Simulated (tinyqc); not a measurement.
G0W0 on RHF in the sto-3g basis, for HF, spin multiplicity 1, step by step. Computed by tinyqc, a small Python program that keeps every step (integrals from PySCF). Settings: charge = 0, multiplicity = 1, basis = sto-3g, method = RHF, energy threshold = 1e-10, iteration cap = 72, orthogonalisation = symmetric, start = core, DIIS depth = 6. Command: `OMP_NUM_THREADS=1 python tinyqc.py 25654 25655 out.jsonl` (the two numbers bound the seeds that draw the settings). One thread of a shared host (Intel(R) Xeon(R) Processor @ 2.60GHz), about 0.1 s of CPU time with the checks. The early iterations of the SCF are left out here.

## One-electron integrals

Geometry (angstrom):
```
atom         x         y         z
F     0.000000  0.000000  0.000000
H     0.000000  0.000000  0.868000
```

Basis sto-3g: exponents (1/bohr^2) and contraction coefficients of normalised primitives:
```
element  l (shell)    exponent  coefficient
F            s (1)  166.679130     0.154329
F            s (1)   30.360812     0.535328
F            s (1)    8.216821     0.444635
F            s (2)    6.464803    -0.099967
F            s (2)    1.502281     0.399513
F            s (2)    0.488588     0.700115
F            p (3)    6.464803     0.155916
F            p (3)    1.502281     0.607684
F            p (3)    0.488588     0.391957
H            s (1)    3.425251     0.154329
H            s (1)    0.623914     0.535328
H            s (1)    0.168855     0.444635
```

Overlap, kinetic and nuclear-attraction integrals over the contracted functions; the nuclear repulsion is the sum of Za Zb / Rab.

nuclear repulsion = 5.48686048 hartree

overlap S, order 1F 1s, 1F 2s, 1F 2px, 1F 2py, 1F 2pz, 2H 1s:
```
[[1.000000, 0.237990, 0.000000, 0.000000, 0.000000, 0.055545],
 [0.237990, 1.000000, 0.000000, 0.000000, 0.000000, 0.482388],
 [0.000000, 0.000000, 1.000000, 0.000000, 0.000000, 0.000000],
 [0.000000, 0.000000, 0.000000, 1.000000, 0.000000, 0.000000],
 [0.000000, 0.000000, 0.000000, 0.000000, 1.000000, 0.365584],
 [0.055545, 0.482388, 0.000000, 0.000000, 0.365584, 1.000000]]
```

kinetic energy T (hartree), order 1F 1s, 1F 2s, 1F 2px, 1F 2py, 1F 2pz, 2H 1s:
```
[[36.984577, -0.212858, 0.000000, 0.000000, 0.000000, 0.004403],
 [-0.212858, 1.037995, 0.000000, 0.000000, 0.000000, 0.156707],
 [0.000000, 0.000000, 3.248015, 0.000000, 0.000000, 0.000000],
 [0.000000, 0.000000, 0.000000, 3.248015, 0.000000, 0.000000],
 [0.000000, 0.000000, 0.000000, 0.000000, 3.248015, 0.315211],
 [0.004403, 0.156707, 0.000000, 0.000000, 0.315211, 0.760032]]
```

nuclear attraction V (hartree), order 1F 1s, 1F 2s, 1F 2px, 1F 2py, 1F 2pz, 2H 1s:
```
[[-77.619231, -9.321900, 0.000000, 0.000000, -0.016805, -2.246604],
 [-9.321900, -12.144025, 0.000000, 0.000000, -0.197751, -4.619461],
 [0.000000, 0.000000, -12.006778, 0.000000, 0.000000, 0.000000],
 [0.000000, 0.000000, 0.000000, -12.006778, 0.000000, 0.000000],
 [-0.016805, -0.197751, 0.000000, 0.000000, -12.139953, -3.131406],
 [-2.246604, -4.619461, 0.000000, 0.000000, -3.131406, -6.430479]]
```

core Hamiltonian H = T + V (hartree), order 1F 1s, 1F 2s, 1F 2px, 1F 2py, 1F 2pz, 2H 1s:
```
[[-40.634654, -9.534757, 0.000000, 0.000000, -0.016805, -2.242201],
 [-9.534757, -11.106029, 0.000000, 0.000000, -0.197751, -4.462754],
 [0.000000, 0.000000, -8.758764, 0.000000, 0.000000, 0.000000],
 [0.000000, 0.000000, 0.000000, -8.758764, 0.000000, 0.000000],
 [-0.016805, -0.197751, 0.000000, 0.000000, -8.891939, -2.816196],
 [-2.242201, -4.462754, 0.000000, 0.000000, -2.816196, -5.670447]]
```

## Two-electron integrals

Functions are numbered as in S; the eight-fold symmetry (ij|kl) = (ji|kl) = (kl|ij) leaves the list below.

Two-electron integrals (ij|kl) in chemists' order, unique and non-zero (hartree):
```
(11|11) 5.403501   (21|11) 0.841920   (21|21) 0.156299   (22|11) 1.268028
(22|21) 0.292344   (22|22) 0.926167   (31|31) 0.027998   (32|31) 0.043169
(32|32) 0.204588   (33|11) 1.264502   (33|21) 0.292403   (33|22) 0.925959
(33|33) 0.997514   (41|41) 0.027998   (42|41) 0.043169   (42|42) 0.204588
(43|43) 0.053770   (44|11) 1.264502   (44|21) 0.292403   (44|22) 0.925959
(44|33) 0.889973   (44|44) 0.997514   (51|51) 0.027998   (52|51) 0.043169
(52|52) 0.204588   (53|53) 0.053770   (54|54) 0.053770   (55|11) 1.264502
(55|21) 0.292403   (55|22) 0.925959   (55|33) 0.889973   (55|44) 0.889973
(55|55) 0.997514   (61|11) 0.200105   (61|21) 0.036792   (61|22) 0.068235
(61|33) 0.068138   (61|44) 0.068138   (61|51) 0.001480   (61|52) 0.002758
(61|55) 0.068440   (61|61) 0.008747   (62|11) 0.462506   (62|21) 0.107873
(62|22) 0.376245   (62|33) 0.371073   (62|44) 0.371073   (62|51) 0.007235
(62|52) 0.054428   (62|55) 0.386240   (62|61) 0.025680   (62|62) 0.181584
(63|31) 0.011818   (63|32) 0.068022   (63|53) 0.011692   (63|63) 0.028193
(64|41) 0.011818   (64|42) 0.068022   (64|54) 0.011692   (64|64) 0.028193
(65|11) 0.294767   (65|21) 0.069698   (65|22) 0.260467   (65|33) 0.248997
(65|44) 0.248997   (65|51) 0.015969   (65|52) 0.104406   (65|55) 0.283120
(65|61) 0.017354   (65|62) 0.154031   (65|65) 0.158088   (66|11) 0.577304
(66|21) 0.136851   (66|22) 0.546446   (66|33) 0.527137   (66|44) 0.527137
(66|51) 0.012674   (66|52) 0.130019   (66|55) 0.584424   (66|61) 0.032852
(66|62) 0.322880   (66|65) 0.318180   (66|66) 0.774606
```

## Orthogonalisation

S = U s U^T; symmetric (Loewdin) form X = U s^(-1/2) U^T, so that X^T S X = 1.

eigenvalues of S: [0.378767, 0.846081, 1.000000, 1.000000, 1.121027, 1.654125]

X, order 1F 1s, 1F 2s, 1F 2px, 1F 2py, 1F 2pz, 2H 1s:
```
[[1.023438, -0.134978, 0.000000, 0.000000, -0.008554, 0.024200],
 [-0.134978, 1.148608, 0.000000, 0.000000, 0.093876, -0.326135],
 [0.000000, 0.000000, 1.000000, 0.000000, 0.000000, 0.000000],
 [0.000000, 0.000000, 0.000000, 1.000000, 0.000000, 0.000000],
 [-0.008554, 0.093876, 0.000000, 0.000000, 1.069702, -0.242945],
 [0.024200, -0.326135, 0.000000, 0.000000, -0.242945, 1.192272]]
```

## Iteration 6 (converged): orbitals

converged F (hartree), order 1F 1s, 1F 2s, 1F 2px, 1F 2py, 1F 2pz, 2H 1s:
```
[[-25.885906, -6.622900, 0.000000, 0.000000, -0.026398, -1.567865],
 [-6.622900, -3.056978, 0.000000, 0.000000, -0.121501, -1.256686],
 [0.000000, 0.000000, -0.466160, 0.000000, 0.000000, 0.000000],
 [0.000000, 0.000000, 0.000000, -0.466160, 0.000000, 0.000000],
 [-0.026398, -0.121501, 0.000000, 0.000000, -0.400291, -0.606583],
 [-1.567865, -1.256686, 0.000000, 0.000000, -0.606583, -0.679977]]
```

Diagonalise F' = X^T F X, C = X C', fill 5 alpha and 5 beta electrons from the bottom; D = 2 C_occ C_occ^T. Each column has its largest component positive (the first on a tie).

F' = X^T F X (hartree):
```
[[-25.408925, -3.415248, 0.000000, 0.000000, -0.053061, -0.253830],
 [-3.415248, -1.711875, 0.000000, 0.000000, 0.107698, -0.641606],
 [0.000000, 0.000000, -0.466160, 0.000000, 0.000000, 0.000000],
 [0.000000, 0.000000, 0.000000, -0.466160, 0.000000, 0.000000],
 [-0.053061, 0.107698, 0.000000, 0.000000, -0.174207, -0.613604],
 [-0.253830, -0.641606, 0.000000, 0.000000, -0.613604, -0.006705]]
```

orbital energies (hartree): [-25.895891, -1.488282, -0.599341, -0.466160, -0.466160, 0.681802]

coefficients C, order 1F 1s, 1F 2s, 1F 2px, 1F 2py, 1F 2pz, 2H 1s:
```
[[0.994631, -0.247168, 0.087863, 0.000000, 0.000000, 0.090553],
 [0.023205, 0.921631, -0.465029, 0.000000, 0.000000, -0.621693],
 [0.000000, 0.000000, 0.000000, 0.500653, 0.865648, 0.000000],
 [0.000000, 0.000000, 0.000000, 0.865648, -0.500653, 0.000000],
 [0.003370, 0.106597, 0.708422, 0.000000, 0.000000, -0.836023],
 [-0.006416, 0.168378, 0.503760, 0.000000, 0.000000, 1.142505]]
```

D after iteration 6, order 1F 1s, 1F 2s, 1F 2px, 1F 2py, 1F 2pz, 2H 1s:
```
[[2.116208, -0.491154, 0.000000, 0.000000, 0.078497, -0.007476],
 [-0.491154, 2.132388, 0.000000, 0.000000, -0.462230, -0.158458],
 [0.000000, 0.000000, 2.000000, 0.000000, 0.000000, 0.000000],
 [0.000000, 0.000000, 0.000000, 2.000000, 0.000000, 0.000000],
 [0.078497, -0.462230, 0.000000, 0.000000, 1.026472, 0.749603],
 [-0.007476, -0.158458, 0.000000, 0.000000, 0.749603, 0.564332]]
```

Within a degenerate level the vectors are fixed only up to a rotation; this is one choice.

## Convergence

Stop when the energy changes by less than 1e-10 hartree and every element of the error matrix X^T (F D S - S D F) X is below 3e-06.

Course of the cycle:
```
iteration   E (hartree)     change  largest element of the error matrix
1          -97.77993491          -                             8.15e-01
2          -98.54471787  -7.65e-01                             1.82e-01
3          -98.56099005  -1.63e-02                             9.16e-03
4          -98.56103022  -4.02e-05                             7.49e-05
5          -98.56103022  -3.27e-09                             3.64e-06
6          -98.56103022  -1.41e-11                             8.24e-08
```

PySCF RHF in the same basis = -98.56103022 hartree

Converged in 6 iterations.

## Integrals over molecular orbitals

(pq|rs) = sum C_ip C_jq C_kr C_ls (ij|kl), one index at a time.

one-electron integrals over orbitals h = C^T H C (hartree):
```
[[-40.616044, 0.696777, -0.237930, 0.000000, 0.000000, -0.247695],
 [0.696777, -9.171288, 0.541651, 0.000000, 0.000000, 1.295932],
 [-0.237930, 0.541651, -7.827198, 0.000000, 0.000000, 1.749331],
 [0.000000, 0.000000, 0.000000, -8.758764, 0.000000, 0.000000],
 [0.000000, 0.000000, 0.000000, 0.000000, -8.758764, 0.000000],
 [-0.247695, 1.295932, 1.749331, 0.000000, 0.000000, -6.116226]]
```

Two-electron integrals over orbitals (pq|rs), unique and non-zero (hartree):
```
(11|11) 5.361670    (21|11) -0.498512   (21|21) 0.073528    (22|11) 1.191099
(22|21) -0.018490   (22|22) 0.858210    (31|11) 0.177110    (31|21) -0.023461
(31|22) 0.015693    (31|31) 0.025281    (32|11) -0.143442   (32|21) 0.009690
(32|22) -0.005022   (32|31) 0.021019    (32|32) 0.158600    (33|11) 1.039180
(33|21) -0.012303   (33|22) 0.767062    (33|31) -0.006818   (33|32) -0.060873
(33|33) 0.798758    (41|41) 0.029631    (42|41) 0.038666    (42|42) 0.177779
(43|41) -0.012723   (43|42) -0.046401   (43|43) 0.052592    (44|11) 1.263999
(44|21) -0.014204   (44|22) 0.874040    (44|31) 0.005124    (44|32) -0.076284
(44|33) 0.776420    (44|44) 0.997514    (51|51) 0.029631    (52|51) 0.038666
(52|52) 0.177779    (53|51) -0.012723   (53|52) -0.046401   (53|53) 0.052592
(54|54) 0.053770    (55|11) 1.263999    (55|21) -0.014204   (55|22) 0.874040
(55|31) 0.005124    (55|32) -0.076284   (55|33) 0.776420    (55|44) 0.889973
(55|55) 0.997514    (61|11) 0.184554    (61|21) -0.030016   (61|22) -0.001036
(61|31) -0.007083   (61|32) -0.025306   (61|33) 0.014914    (61|44) 0.004968
(61|55) 0.004968    (61|61) 0.027889    (62|11) -0.269747   (62|21) 0.005596
(62|22) -0.138739   (62|31) -0.020327   (62|32) -0.035775   (62|33) -0.046498
(62|44) -0.138465   (62|55) -0.138465   (62|61) 0.014379    (62|62) 0.100076
(63|11) -0.335213   (63|21) 0.006008    (63|22) -0.144396   (63|31) 0.002464
(63|32) 0.092570    (63|33) -0.132279   (63|44) -0.180975   (63|55) -0.180975
(63|61) -0.006634   (63|62) 0.060808    (63|63) 0.159344    (64|41) -0.011786
(64|42) -0.045856   (64|43) -0.011605   (64|64) 0.032303    (65|51) -0.011786
(65|52) -0.045856   (65|53) -0.011605   (65|65) 0.032303    (66|11) 0.897960
(66|21) -0.008731   (66|22) 0.694385    (66|31) 0.017638    (66|32) 0.077066
(66|33) 0.669140    (66|44) 0.656744    (66|55) 0.656744    (66|61) -0.010147
(66|62) -0.069294   (66|63) -0.011343   (66|66) 0.719247
```

## Screening: direct RPA

With D = e_a - e_i and K = (ia|jb): diagonalise D^(1/2) (D + 4K) D^(1/2) = Z w^2 Z^T; X + Y = D^(1/2) Z w^(-1/2), each column of Z with its largest component positive (the first on a tie); E_c = (sum w - tr (D + 2K)) / 2.

D^(1/2) (D + 4K) D^(1/2) (hartree^2), order 1>6, 2>6, 3>6, 4>6, 5>6:
```
[[709.338733, 0.436811, -0.154855, 0.000000, 0.000000],
 [0.436811, 5.577959, 0.405561, 0.000000, 0.000000],
 [-0.154855, 0.405561, 2.457900, 0.000000, 0.000000],
 [0.000000, 0.000000, 0.000000, 1.466148, 0.000000],
 [0.000000, 0.000000, 0.000000, 0.000000, 1.466148]]
```

excitation energies w (hartree): [1.210846, 1.210846, 1.551123, 2.372672, 26.633420]

X + Y, order 1>6, 2>6, 3>6, 4>6, 5>6:
```
[[0.000000, 0.000000, 0.001224, -0.001967, 0.998953],
 [0.000000, 0.000000, -0.150057, 0.948628, 0.000177],
 [0.000000, 0.000000, 0.901472, 0.093223, -0.000048],
 [0.008597, 0.973649, 0.000000, 0.000000, 0.000000],
 [0.973649, -0.008597, 0.000000, 0.000000, 0.000000]]
```

RPA correlation energy = -0.02488533 hartree

Within a degenerate level the vectors are fixed only up to a rotation; this is one choice.

## G0W0 on Hartree-Fock: HOMO

W(p,q,m) = sqrt2 sum_ia (pq|ia) (X+Y)_ia,m; Sigma_c(x) = sum_(i,m) W^2/(x - e_i + w_m) + sum_(a,m) W^2/(x - e_a - w_m); solve x = e_p + Sigma_c(x) by Newton steps; Z = 1/(1 - dSigma/dx); 1 hartree = 27.211386 eV.

The 12 largest terms at x = e_p (hartree; W for the signs of X + Y given):
```
q  m          W       term
5  3  -0.201328   0.026131
5  4  -0.209633   0.018522
2  1  -0.063141   0.001785
6  1   0.044480  -0.000839
3  1  -0.015979   0.000190
1  1  -0.016229   0.000010
5  5   0.006996   1.84e-06
2  2   0.000557   1.39e-07
6  2  -0.000393  -6.54e-08
3  2   0.000141   1.48e-08
1  2   0.000143   7.71e-10
```

Newton steps (hartree):
```
step          x  Sigma_c(x)         Z
0     -0.466160    0.045802  0.974706
1     -0.421516    0.044671  0.975887
2     -0.421489    0.044671  0.975888
```

quasiparticle energy of the HOMO = -11.469300 eV

Hartree-Fock value = -12.684847 eV

## G0W0 on Hartree-Fock: LUMO

As before.

The 12 largest terms at x = e_p (hartree; W for the signs of X + Y given):
```
q  m          W       term
3  3   0.190228   0.012777
2  4   0.142235   0.004453
6  4  -0.094430  -0.003758
3  4   0.102603   0.002881
2  3   0.056310   0.000852
5  1   0.044480   0.000839
4  2   0.044480   0.000839
1  5   0.039404   0.000029
2  5   0.020335   0.000014
1  4   0.018338   0.000012
6  5  -0.014352  -0.000008
1  3  -0.011461   4.67e-06
```

Newton steps (hartree):
```
step         x  Sigma_c(x)         Z
0     0.681802    0.018938  0.991271
1     0.700575    0.018773  0.991333
2     0.700576    0.018773  0.991333
```

quasiparticle energy of the LUMO = 19.063635 eV

Hartree-Fock value = 18.552790 eV
